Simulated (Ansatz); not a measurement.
For hcp Ru, rVV10 (plane waves, PAW; Ansatz, a program for electronic structure) gives:

```
Item                  Result
-------------------  -------
lattice parameter a  2.745 Å
c axis length        4.334 Å
```

What does HSE06 (Ansatz, plane waves, PAW) give for the same quantities?


- lattice constant a: 2.681 Å (falls by 2.3 %)
- lattice parameter c: 4.236 Å (falls by 2.3 %)

For comparison: lattice constant a 2.706 Å (measured, 293 K, no zero-point or thermal correction, our sources range from 2.700 to 2.706; as tabulated in Wikipedia's data pages); lattice parameter c 4.282 Å (measured, 293 K, no zero-point or thermal correction; as tabulated in Wikipedia's data pages).

Changes are worked out from the printed values.

Unless a cell is named, each level is at its own relaxed cell (rVV10 14.14, HSE06 13.19 Å³/atom).

Ansatz's density-functional and Hartree–Fock values are scalar-relativistic unless marked +SOC, with PAW data made under PBE.
